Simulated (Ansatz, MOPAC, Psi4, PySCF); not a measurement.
Species: sodium chloride, NaCl, charge 0, multiplicity 1. SMILES: [Na][Cl]
Coordinates optimised at B3LYP-D3(BJ)/def2-TZVP (Ansatz, an electronic-structure program):
```xyz
2

Na     0.0000     0.0000    -1.4348
Cl     0.0000     0.0000     0.9284
```

Wanted: size of the dipole moment, in D. Conventions: non-relativistic; six Cartesian d functions in 6-31G* and its kin unless marked 5d; spin-orbit terms left out; LANL2DZ with its own core potentials from Na on. Ab initio and DFT rows: single points at B3LYP-D3(BJ) geometries (Ansatz). Semi-empirical rows: dipoles at the shared geometry.

| level | program | size of the dipole moment (D) |
|---|---|---|
| PM3 | MOPAC | 7.89 |
| PM6 | MOPAC | 9.89 |
| SVWN5/6-31G* | Ansatz | 8.38 |
| PBE/def2-SVP | Ansatz | 7.78 |
| B3LYP/STO-3G | Ansatz | 9.21 |
| B3LYP/3-21G | Ansatz | 9.00 |
| B3LYP/LANL2DZ | Ansatz | 9.14 |
| M06-2X/6-31G* (5d) | PySCF | 8.94 |
| wB97X-D/6-31G* | Psi4 | 9.08 |

No value to compare with is used here. The 9 habitual levels span 7.78 (PBE/def2-SVP) to 9.89 D (PM6).

The levels are drawn from those run, B3LYP/6-31G* more often than the rest, none by its result; runs whose electronic state is in doubt are left out.
